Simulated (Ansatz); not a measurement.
Task: a single point from an input written key by key of BO, with Ansatz's Python interface. Give the script and its output. Settings: PBE, cc-pVDZ basis, multiplicity 2.

`input.yaml`
```yaml
crystal:
  periodic: [false, false, false]
  atoms:
    - { symbol: B, position_ang: [0.6127, 0.0, 0.0] }
    - { symbol: O, position_ang: [-0.6127, 0.0, 0.0] }
magnetization:
  spin_polarized: true
  initial_magnetization: 1
basis:
  gaussian: { orbitals: cc-pVDZ }
hamiltonian:
  xc: pbe
output:
  forces: true
```

`bo_deck.py`
```python
# -*- coding: utf-8 -*-
"""Run BO from an input written out key by key."""

import ansatz as az
import numpy as np

session = az.Session.from_deck("input.yaml")
r = session.plan(threads=1).execute().report

print(f"E = {r['free_energy_ev']:.6f} eV = {r['free_energy_ev'] / 27.211386246:.7f} Ha")
print("converged:", r["converged"], " doubts:", r["published_state_doubts"] or "none")
symbols = ["B", "O"]
state = r["mean_field"]["state"]
print(f"mean field: {state['energy']['hartree']:.7f} Ha, <S^2> = {abs(state['spin_squared']):.4f}, stability: {state.get('stability', {}).get('kind')}")

print("forces (eV/A)")
for symbol, f in zip(symbols, r["forces_ev_ang"]):
    print(f"  {symbol:2s} {f[0]:9.4f} {f[1]:9.4f} {f[2]:9.4f}")
charges = r["charge_distribution"]
print("dipole moment", round(4.803205 * float(np.linalg.norm(charges["dipole_moment_e_ang"])), 3), "D")
print("Mulliken:", [(s, round(q, 3)) for s, q in zip(symbols, charges["mulliken_charges_e"])])
```

```console
$ python bo_deck.py
E = -2718.794484 eV = -99.9138544 Ha
converged: True  doubts: none
mean field: -99.9138544 Ha, <S^2> = 0.7598, stability: minimum
forces (eV/A)
  B    -0.3413    0.0000    0.0000
  O     0.3413    0.0000   -0.0000
dipole moment 1.844 D
Mulliken: [('B', 0.009), ('O', -0.009)]
```

Reading the output:
- Total energies depend on the basis set; only differences at equal settings carry meaning.
- The geometry is a force-field or estimated start, not a minimum of this method, and the basis set is short of its limit.
- The species is open-shell (spin multiplicity 2).
- The spin state was assumed, and another may lie lower.
- Wall time of the script: 0.4 s on 1 thread of Intel(R) Xeon(R) Platinum 8488C (Sapphire Rapids), on a shared host, peak memory 0.14 GiB.

(A comment or docstring line of the script was reworded after the run, the code is as it ran; lines on the test bed's own set-up are left out of the output.)
